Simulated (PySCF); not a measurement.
## Argon: a sound run and one with changed settings

Sound run: Ar [Ar], Ar⁺ [Ne] 3s2 3p5. Computed with PySCF 2.14 in x2c-TZVPall, with scalar relativity by spin-free X2C-1e. In the sound run the correlated levels freeze [Ne]. The sound run starts from symmetry-adapted Hartree-Fock orbitals and uses a fine grid where one is needed.

A second run was set up differently.

```tsv
species	method	sound run (hartree)	changed run (hartree)	converged
Ar	MP2	-528.81721	-528.76411	yes
Ar	CCSD(T)	-528.84288	-528.77768	yes
Ar⁺	MP2	-528.24147	-528.18238	yes
Ar⁺	CCSD(T)	-528.27237	-528.19745	yes
```

Ionisation energy of Ar:

```
 method  sound run (eV)  changed run (eV)
    UHF          14.557            14.557
    MP2          15.667            15.830
SCS-MP2          15.563            15.764
   CCSD          15.484            15.727
CCSD(T)          15.524            15.789
```

(1) What was changed?
A. all electrons correlated in a valence basis
B. a valence shell is frozen
C. too few SCF iterations
D. minimal basis

## Answers

(1) B. Freezing a valence shell removes pair correlation that changes on ionisation.
